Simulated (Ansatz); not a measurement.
We consider 1T (CdI2-type) CdI₂, described by PBEsol-D3(BJ) (PAW; Ansatz, a program for electronic structure).

Numerical settings: plane-wave cutoff 520 eV, 12×12×6 k mesh (along the axes of the cell as run), Fermi–Dirac smearing 0.01 eV, scalar-relativistic PAW data made under PBE.

Properties against volume:

Shape and atoms are relaxed at each volume.

```tsv
V (Å³/atom)	P (GPa)	direct gap at Γ (eV)	smallest gap on the k mesh (eV)	c (Å)
31.294	1.17	2.603	2.050	6.431
31.946	0.54	2.575	2.103	6.489
32.598	0.01	2.557	2.157	6.551
33.250	-0.44	2.548	2.210	6.616
33.902	-0.79	2.565	2.242	6.696
```

The fundamental gap (2.16 eV at the equilibrium volume, with added k points) lies elsewhere than Γ–Γ.

Note: the bulk modulus comes from volumes at which shape and atoms were relaxed.

Spin–orbit coupling is not included; with these elements it can move the gap by several tenths of an eV or more.
